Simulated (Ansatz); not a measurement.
H2C–SH, quartet: the ladder up to UCCSDT(Q)

Geometry: that of the H2C–SH, doublet, kept fixed. The doublet lies 6.6 eV lower here.

```xyz
5

C     0.0000    0.0496    1.1796
S     0.0000   -0.0617   -0.5242
H     0.0000    0.9990    1.6902
H     0.0000   -0.8792    1.7290
H     0.0000    1.2516   -0.7998
```

Basis cc-pVDZ; Ansatz 0.2.0. Only valence electrons are correlated (noble-gas cores frozen), which leaves 13 electrons in 41 orbitals. Prefix R: restricted or restricted open-shell reference; prefix U: unrestricted. Active spaces: valence = (13e, 11o) chosen from the atoms' valence shells.

Full CI isn't at hand for all of this; UCCSDT(Q) serves as the reference, and is uncertain by the last step of the cluster series or more. The frozen core follows each run's orbitals, which can shift R against U totals by a few meV.

For open shells CISD is restricted-active-space CI with the open shells as a complete middle space.

* UHF ⟨S²⟩: 3.780
* T1 diagnostic (RCCSD): 0.0220
* largest doubles amplitude (RCCSD): 0.026
* T1 diagnostic (UCCSD): 0.0172

| level | E − E(UCCSDT(Q)) (kJ/mol) | share of correlation (%) | wall time |
| --- | --- | --- | --- |
| RHF | 755.6 | 0.00 | – |
| UHF | 727.7 | 3.70 | – |
| RMP2 | 115.2 | 84.76 | – |
| UMP2 | 120.2 | 84.10 | – |
| CISD | 78.0 | 89.68 | 8 s |
| RCCSD | 21.3 | 97.19 | – |
| UCCSD | 20.6 | 97.27 | – |
| RCCSD(T) | 3.6 | 99.53 | 3.6 s |
| UCCSD(T) | 3.5 | 99.54 | 4 s |
| BCCD(T) | 3.5 | 99.54 | 4 s |
| RCCSDT | 1.2 | 99.85 | – |
| UCCSDT | 1.1 | 99.86 | – |
| RCCSDT(Q) | 0.1 | 99.99 | 40 s |
| CASSCF (valence space) | 586.8 | 22.34 | – |
| NEVPT2 (valence space) | 131.4 | 82.61 | 7.5 s |
| MRCISD (valence space) | 49.9 | 93.40 | – |
| MRCISD+Q (valence space) | 4.5 | 99.40 | 14 s |

The correlation energy at UCCSDT(Q), counted from RHF, is -7.832 eV. That run took 35 s on 1 thread of Intel Xeon, shared host.

Times hold each run's SCF and search for its determinant on a shared host, so for small cases they say little of a method's own cost; they ran on 1 thread of Intel Xeon.

Natural occupations of CASSCF (valence space) about the gap: 1.981 1.977 1.977 1.003 1.001 0.998 0.030 0.021 0.020; effectively unpaired electrons, Σ n²(2−n)², 3.01.
